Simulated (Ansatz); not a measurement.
**A rate constant, worked out**

An elementary step of CH₆AlN, closed shell (CH₃N ([CH2][NH]) + AlH₃ → CH₆AlN ([CH3][NH][AlH2]); Al–H broken or loosened, Al–N, H–C formed or tightened). The start structure is the complex of the reactants, bound by 1.33 eV, and the electronic barrier above it is 0.870 eV by CCSD(T) at an estimated basis limit (MP2 extrapolated from triple and quadruple zeta, plus CCSD(T) − MP2 in triple zeta). Computed with Ansatz 0.2.0 (basis: def2-TZVPP and def2-QZVPP); correlated methods freeze the cores. Extrapolation: Hartree–Fock as exp(−7.88 √X), correlation as X^−2.97. Harmonic wavenumbers at PBE0-D4/def2-TZVP (Ansatz 0.2.0), in cm⁻¹:

Start: 139, 230, 295, 402, 557, 561, 757, 759, 764, 1107, 1113, 1134, 1406, 1472, 1736, 1831, 1845, 1862, 3109, 3217, 3524.

Saddle: 385i, 258, 416, 471, 499, 614, 718, 763, 810, 1059, 1065, 1152, 1365, 1423, 1580, 1653, 1904, 1928, 3106, 3202, 3525.

**Question.** Work out the transition-state-theory rate constant at 800 K from these numbers alone (harmonic vibrations; rotation, path degeneracy and anharmonicity left out), and the Wigner tunnelling factor. Use 1 cm⁻¹ = 1.2398 × 10⁻⁴ eV and k_B = 8.617 × 10⁻⁵ eV/K.

**Answer.** Zero-point energies, half the sums: start 27820/2 cm⁻¹ = 1.7246 eV; saddle, real modes only, 27511/2 cm⁻¹ = 1.7055 eV.
Barrier with zero-point energy: 0.870 + 1.7055 − 1.7246 = 0.8509 eV.
k_BT = 0.06894 eV, so the barrier is 12.34 k_BT.
Vibrational partition functions from the zero-point level, ln q = −Σ ln(1 − exp(−hν/k_BT)): start 6.689, saddle 4.809.
k = (k_BT/h) exp(ln q‡ − ln q) exp(−E0/k_BT), with log₁₀(k_BT/h in s⁻¹) = 13.22: log₁₀ k = 13.22 + (-1.880 − 12.34)/2.3026 = 7.04, so k ≈ 1 × 10^(7) s⁻¹.
Wigner factor: 1 + (hν‡/k_BT)²/24 = 1 + (0.69)²/24 = 1.02. A change of 1 kcal/mol (0.043 eV) in the barrier would change k by a factor of 1.9 at this temperature.

No T1 diagnostic of these runs exceeds 0.018.

Labels in which every atom is bracketed show which atoms are joined, not bond orders.

For scale, one of the runs: CCSD(T)/def2-TZVPP, 188 basis functions, launched by `ansatz run in.yaml --threads 2 --pin off --events-out ev --progress --plain --max-ram 4352MiB`. The run took 14 s on 2 CPU threads of an Intel Xeon 6975P-C (shared host), with 2 GiB of host memory at its peak.
